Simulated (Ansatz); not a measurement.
H6NPSi, SMILES `[SiH3]NP`, relaxed with RKS PBE0-D4/def2-TZVP in Ansatz from a PBE-D4/def2-SVP geometry. The force threshold is 0.005 eV/Å; the program also tests the step.

The species carries charge 0 and has multiplicity 1.

Start:

```xyz
9

Si   -0.588   -0.469   -0.929
N    -0.211   -0.328    0.777
P     0.935    0.743    1.517
H    -1.010    0.867   -1.483
H    -1.709   -1.464   -1.071
H     0.598   -0.933   -1.737
H    -0.650   -0.973    1.436
H     0.568    1.983    0.864
H     2.067    0.575    0.626
```

```tsv
step	energy (eV)	largest force (eV/Å)	largest move (Å)
1	-18747.0766	0.652	0.000
2	-18747.1191	0.312	0.028
3	-18747.1267	0.038	0.017
4	-18747.1271	0.013	0.008
5	-18747.1273	0.019	0.030
6	-18747.1275	0.015	0.018
7	-18747.1276	0.013	0.021
8	-18747.1276	0.009	0.016
9	-18747.1276	0.008	0.007
10	-18747.1276	0.003	0.003
```

End:

```xyz
9

Si   -0.584   -0.455   -0.912
N    -0.212   -0.325    0.769
P     0.931    0.722    1.477
H    -1.070    0.845   -1.446
H    -1.637   -1.492   -1.070
H     0.625   -0.838   -1.691
H    -0.694   -0.909    1.432
H     0.595    1.946    0.827
H     2.045    0.506    0.614
```

Run time 31 s (2 threads of an Arm Neoverse V1 on a shared host); peak host memory 0.28 GiB.
